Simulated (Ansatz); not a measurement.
# C2H5Si+ (SMILES C=C[SiH2+]): single points off equilibrium

An exercise on one series of results from a longer session: the logs are not shown, and one member is left open.

Method: single points in def2-TZVPP; program: Ansatz 0.2.0, Gaussian basis.

Correlated methods freeze the cores.

**Starting geometry**

8 atoms, charge 1, spin multiplicity 1.

Atoms are counted from 1 here; the program's logs count them from 0.

Bond lengths: C1–C2 1.296 Å, C1–H4 0.982 Å, C1–H5 0.970 Å, C2–Si3 1.841 Å, C2–H6 1.163 Å, Si3–H7 1.460 Å, Si3–H8 1.441 Å. Angles: C2–C1–H4 125.3°, C2–C1–H5 109.6°, H4–C1–H5 125.0°, C1–C2–Si3 136.1°, C1–C2–H6 113.8°, Si3–C2–H6 109.6°, C2–Si3–H7 110.9°, C2–Si3–H8 127.9°, H7–Si3–H8 121.3°.

As a file:

```
C    -0.2399    1.3865   -0.4001
C    -0.3846    0.1102   -0.2266
Si    0.6661   -1.2742    0.3802
H    -0.9374    1.9971   -0.7234
H     0.6424    1.6576   -0.1017
H    -1.4763   -0.2628   -0.3728
H     2.0020   -0.7994    0.7274
H     0.3091   -2.6637    0.5119
```

The first run:

File run/in.yaml:

```yaml
crystal:
  periodic: [false, false, false]
  atoms:
    - {symbol: C, position_ang: [-0.239900, 1.386500, -0.400100]}
    - {symbol: C, position_ang: [-0.384600, 0.110200, -0.226600]}
    - {symbol: Si, position_ang: [0.666100, -1.274200, 0.380200]}
    - {symbol: H, position_ang: [-0.937400, 1.997100, -0.723400]}
    - {symbol: H, position_ang: [0.642400, 1.657600, -0.101700]}
    - {symbol: H, position_ang: [-1.476300, -0.262800, -0.372800]}
    - {symbol: H, position_ang: [2.002000, -0.799400, 0.727400]}
    - {symbol: H, position_ang: [0.309100, -2.663700, 0.511900]}
basis:
  gaussian: {orbitals: def2-TZVPP}
total_charge: 1
correlation: {method: ccsd_t}
output: {forces: true}
```

No record of the launch command was kept for these runs.

Steps of the session up to this table: CCSD(T)/def2-TZVPP; PBE0-D4/def2-TZVPP; wB97M-V/def2-TZVPP; r2SCAN-D4/def2-TZVPP; PBE-D4/def2-TZVPP; B97M-V/def2-TZVPP; wB97X-V/def2-TZVPP.

One table of the session follows, with a row left open; its other results are not shown here.

```
   method  RMS force component (eV/Å)  angle to CCSD(T) forces (°)
  CCSD(T)                       2.302                    reference
  PBE0-D4                           ?                            ?
  wB97M-V                       2.240                          4.9
r2SCAN-D4                       2.260                          3.3
   PBE-D4                       2.286                          4.4
   B97M-V                       2.212                          3.9
  wB97X-V                       2.299                          4.9
```

Q: Estimate the row for PBE0-D4 from the others.

The run gave: RMS force component (eV/Å): 2.271; angle to CCSD(T) forces (°): 4.9. In the column «RMS force component (eV/Å)» it lies between r2SCAN-D4 (2.260) and PBE-D4 (2.286).
